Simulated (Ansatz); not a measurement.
## Two structures, one formula

Two relaxed structures of NaSiH3S, singlet (PBE0-D4/def2-TZVP; forces vanish, vibrations not checked).

A:

| atom | x (Å) | y (Å) | z (Å) |
| --- | --- | --- | --- |
| Na1 | -2.8978 | 0.6108 | 0.2828 |
| Si2 | -0.2980 | 0.0625 | -0.4358 |
| S3 | 0.7235 | -0.1523 | 1.4848 |
| H4 | 0.0082 | -1.1971 | -1.1979 |
| H5 | 0.4905 | 1.0912 | -1.1983 |
| H6 | 1.9737 | -0.4151 | 1.0643 |

B:

```xyz
6
angstrom
Na 1.1562 -0.6723 -1.3620
Si -1.1197 0.4261 -0.0703
S 0.5527 -0.5725 1.2126
H -1.1516 -0.8779 -0.9265
H -0.1174 1.0729 -1.1019
H 1.0192 0.5522 1.7754
```

Ansatz 0.2.0; basis: def2-TZVPP; cores frozen in the correlated methods. The outer core shell of Li, Na, Mg and K is correlated. The def2 sets are not built for correlating such inner shells, so the correlated values are less sure here. B3LYP uses VWN-RPA correlation.

**Question.** Which structure is lower at CCSD(T), and by how much? (Judge from chemistry; the value comes from the calculation.)

**Answer.** Computed: B, by 11.1 kJ/mol (electronic energy, against the other). By their contacts, A is NaSiH₃S ([Na][SiH2][SH]) and B is NaSiH₃S ([H]1[Na]23[H][Si]12[SH]3).

**Question.** Do the other methods give the same order? (A judgement: the text doesn't fix the answer.)

**Answer.** By the calculation: Not all: HF gives the other order.

```
   method  E(B) − E(A) (kJ/mol)
   PBE-D4                  -8.0
r2SCAN-D4                 -12.1
  PBE0-D4                  -5.8
 B3LYP-D4                  -7.4
  wB97M-V                 -13.1
       HF                   3.9
      MP2                  -7.2
     CCSD                  -9.4
  CCSD(T)                 -11.1
```

T1 diagnostic: at most 0.012.

Labels in which every atom is bracketed show which atoms are joined, not bond orders.

For scale, one of the runs: CCSD(T)/def2-TZVPP, 158 basis functions, launched by `ansatz run in.yaml --threads 2 --pin off --events-out ev --progress --plain --max-ram 4352MiB`. The run took 20 s on 2 CPU threads of an Arm Neoverse V2 (shared host), with 1.1 GiB of host memory at its peak.
